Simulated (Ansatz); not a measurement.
Input for Ansatz (development build ahead of 0.2.0):

```yaml
crystal:
  periodic: [false, false, false]
  atoms:
    - { symbol: H, position_ang: [-0.04012, -0.0069, -1.59712] }
    - { symbol: C, position_ang: [-0.03241, -0.00411, -0.55279] }
    - { symbol: O, position_ang: [-0.03379, -0.03223, 0.60735] }
basis:
  gaussian: { orbitals: cc-pVTZ }
total_charge: 1
hamiltonian:
  xc: hf
correlation:
  method: mp2
  frozen_orbitals: { C: 1, H: 0, O: 1 }
```

The input is written out in the form of the current development build from the run's settings.

Results

```json
{"Converged": "yes", "Reference energy": "-112.99308 hartree", "Correlation energy": "-0.37680 hartree", "Total energy": "-113.36989 hartree", "Spin squared of the determinant": "0.000"}
```
